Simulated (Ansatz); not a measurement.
The parent structure is Ta in the bcc (W type) structure (space group Im-3m, No. 229).

```
CELL_PARAMETERS angstrom
     -1.65242     1.65242     1.65242
      1.65242    -1.65242     1.65242
      1.65242     1.65242    -1.65242
ATOMIC_POSITIONS crystal
  Ta 0.00000 0.00000 0.00000
```

Calculations: Kohn–Sham DFT with the r2SCAN functional, run in Ansatz (a quantum-chemistry and plane-wave program) with PAW and 500 eV plane waves, no spin-orbit coupling.

One thing is altered: every Ta is replaced by V; the structure is relaxed again.

Measured lattice parameter a: Ta 3.299 Å (static lattice; corrected from measurement; as listed in Daniel Mejia-Rodriguez, S. B. Trickey, Phys. Rev. B (2018)); V 3.021 Å (static lattice; corrected from measurement; as listed in Daniel Mejia-Rodriguez, S. B. Trickey, Phys. Rev. B (2018)).

Problem. How well does r2SCAN reproduce the measured shift?

Solution. With r2SCAN the lattice parameter a moves by -0.322 Å (3.305 → 2.983) against -0.278 Å measured.

Stability against distortions was not tested. Seeded moments were not kept for Ta → V. The final runs are not spin-polarised.
